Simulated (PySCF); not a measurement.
Peak assignment

Geometry:
| atom | x (Å) | y (Å) | z (Å) |
| --- | --- | --- | --- |
| C1 | -2.661 | -0.168 | 0.767 |
| C2 | -1.714 | 0.525 | -0.180 |
| O3 | -2.118 | 1.337 | -0.984 |
| C4 | -0.256 | 0.189 | -0.108 |
| C5 | 0.268 | -0.748 | 0.791 |
| C6 | 1.635 | -1.017 | 0.808 |
| C7 | 2.489 | -0.352 | -0.071 |
| C8 | 1.974 | 0.584 | -0.970 |
| C9 | 0.611 | 0.852 | -0.987 |
| H10 | -2.637 | -1.258 | 0.617 |
| H11 | -2.383 | 0.025 | 1.814 |
| H12 | -3.677 | 0.203 | 0.584 |
| H13 | -0.390 | -1.275 | 1.485 |
| H14 | 2.036 | -1.750 | 1.512 |
| H15 | 3.560 | -0.565 | -0.055 |
| H16 | 2.643 | 1.105 | -1.659 |
| H17 | 0.177 | 1.577 | -1.678 |

[PySCF 2.14: σ from GIAO-PBE/pcSseg-1; J: B3LYP/pcJ-1 (without the spin–dipole term); PBE0-D3(BJ)/def2-SVP geometry; no solvent model; equivalent nuclei averaged; non-relativistic; single conformer]

δ = σ(ref) − σ, references computed at the same level: ¹³C (σref 180.03), ¹H (σref 31.20) against TMS.

Question: Assign these signals to the numbered atoms. ¹³C{¹H} NMR (computed): δ 195.2, 137.2, 136.2, 131.9, 131.6, 27.4.

Answer: 
| δ (ppm) | atoms | environment | reason |
| --- | --- | --- | --- |
| 195.2 | C2 | ketone carbonyl carbon | the double bond to the heteroatom, with no lone-pair donor beside it, deshields it most |
| 137.2 | C4 | substituted aromatic carbon | – |
| 136.2 | C7 | aromatic CH | the aromatic region |
| 131.9 | C6/C8 | aromatic CH | – |
| 131.6 | C5/C9 | aromatic CH | – |
| 27.4 | C1 | methyl carbon α to a carbonyl | the adjacent C=O deshields it moderately |

C4 and C7; C6/C8 and C5/C9 lie closer than the usual error of such a calculation, so a measured spectrum could show them in the other order.

Question: Assign these signals to the numbered atoms. ¹H NMR (600 MHz, computed): δ 8.02 (m, 2H), 7.48 (m, 1H), 7.47 (m, 2H), 2.54 (s, 3H).

Answer: 
| δ (ppm) | atoms | environment | reason |
| --- | --- | --- | --- |
| 8.02 | H13/H17 | hydrogen on an aromatic CH | ring current plus the deshielding of an ortho carbonyl group |
| 7.48 | H15 | hydrogen on an aromatic CH | – |
| 7.47 | H14/H16 | hydrogen on an aromatic CH | – |
| 2.54 | H10/H11/H12 | hydrogen on a methyl carbon α to a carbonyl | α to C=O |

H15 and H14/H16 lie closer than the usual error of such a calculation, so a measured spectrum could show them in the other order.

Multiplet labels drop couplings under 1 Hz and merge nearly equal ones. Couplings among chemically equivalent protons are left out too, so labels in AA′BB′ or AA′XX′ sets are apparent multiplicities. Unscaled 3J(H,H) at this level run about 10 % above measured values. Shifts are as computed. Against solution values, carbons near 30 ppm lie about +2 ppm off and those near 130 ppm about +2 ppm. Of 1211 compounds with measured shifts, 218 miss one by over three times the rms of a fit or turn the order of signals round; such compounds aren't used in these exercises.
